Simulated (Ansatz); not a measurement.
Geometry optimisation of `SBCl`.

```yaml
crystal:
  periodic: [false, false, false]
  atoms:
    - {symbol: S, position_ang: [-1.242140, 0.463770, -0.133340]}
    - {symbol: B, position_ang: [0.471140, 0.044780, 0.140840]}
    - {symbol: Cl, position_ang: [1.511850, 1.172340, 0.875730]}
    - {symbol: H, position_ang: [-1.618530, -0.677700, -0.698890]}
    - {symbol: H, position_ang: [0.877670, -1.003190, -0.184330]}
basis:
  gaussian: {orbitals: def2-TZVP}
hamiltonian: {xc: pbe0, dispersion: d4}
relax: {f_tol: 0.005, max_steps: 150}
```

```sh
$ ansatz run in.yaml --threads 2 --pin off --events-out ev --progress --plain --max-ram 20480MiB --backend cpu
```

Shortened log:

```
Functional definition: PBE0
mean field -24060.65415375 eV, -884.2127312531 hartree, gradient 6.9e-5 eV, S^2 0.000000; 0 other end points of the search recorded, 0 dependent functions left out
relax step   1: F+E_penalty+E_count = -24060.73818025 eV  Δ(F+E_penalty+E_count) = +0.000e0 eV  max|allowed force component| = 8.977e-1 eV/Å  Δτ_max = 0.0000 Å  (24 SCF iters, accepted)
mean field -24060.67840741 eV, -884.2136225588 hartree, gradient 1.1e-5 eV, S^2 0.000000; 0 other end points of the search recorded, 0 dependent functions left out
relax step   2: F+E_penalty+E_count = -24060.76242895 eV  Δ(F+E_penalty+E_count) = -2.425e-2 eV  max|allowed force component| = 5.006e-1 eV/Å  Δτ_max = 0.0179 Å  (28 SCF iters, accepted)
mean field -24060.68755339 eV, -884.2139586673 hartree, gradient 1.2e-5 eV, S^2 0.000000; 0 other end points of the search recorded, 0 dependent functions left out
relax step   3: F+E_penalty+E_count = -24060.77137917 eV  Δ(F+E_penalty+E_count) = -8.950e-3 eV  max|allowed force component| = 9.651e-2 eV/Å  Δτ_max = 0.0181 Å  (28 SCF iters, accepted)
mean field -24060.68778436 eV, -884.2139671552 hartree, gradient 1.1e-5 eV, S^2 0.000000; 0 other end points of the search recorded, 0 dependent functions left out
relax step   4: F+E_penalty+E_count = -24060.77165048 eV  Δ(F+E_penalty+E_count) = -2.713e-4 eV  max|allowed force component| = 3.943e-2 eV/Å  Δτ_max = 0.0106 Å  (28 SCF iters, accepted)
mean field -24060.68794111 eV, -884.2139729159 hartree, gradient 1.1e-5 eV, S^2 0.000000; 0 other end points of the search recorded, 0 dependent functions left out
relax step   5: F+E_penalty+E_count = -24060.77182067 eV  Δ(F+E_penalty+E_count) = -1.702e-4 eV  max|allowed force component| = 8.583e-3 eV/Å  Δτ_max = 0.0066 Å  (28 SCF iters, accepted)
mean field -24060.68794221 eV, -884.2139729563 hartree, gradient 6.9e-5 eV, S^2 0.000000; 0 other end points of the search recorded, 0 dependent functions left out
relax step   6: F+E_penalty+E_count = -24060.77182445 eV  Δ(F+E_penalty+E_count) = -3.782e-6 eV  max|allowed force component| = 1.868e-3 eV/Å  Δτ_max = 0.0011 Å  (19 SCF iters, accepted)
mean field -24060.68794221 eV, -884.2139729563 hartree, gradient 6.9e-5 eV, S^2 0.000000; 1 other end points of the search recorded, 0 dependent functions left out
Total energy: -24060.77184946 eV, -884.2170564908 hartree
Atom 0 at    -1.247125     0.479294    -0.127504 Å, force     0.000946    -0.000917    -0.000171 eV/Å
Atom 1 at     0.455110     0.033145     0.132036 Å, force    -0.001868     0.001182     0.000130 eV/Å
Atom 2 at     1.518325     1.193906     0.885797 Å, force     0.000259    -0.000212    -0.000055 eV/Å
Atom 3 at    -1.612480    -0.680123    -0.699119 Å, force     0.000559     0.000440     0.000330 eV/Å
Atom 4 at     0.886159    -1.026221    -0.191200 Å, force     0.000104    -0.000493    -0.000234 eV/Å
Dipole moment:    -0.164429    -0.244551    -0.143303 e Å
```

Hardware: 2 threads of an AMD EPYC 7R13 on a shared host. Wall time 8.5 s, peak host memory 0.23 GiB.
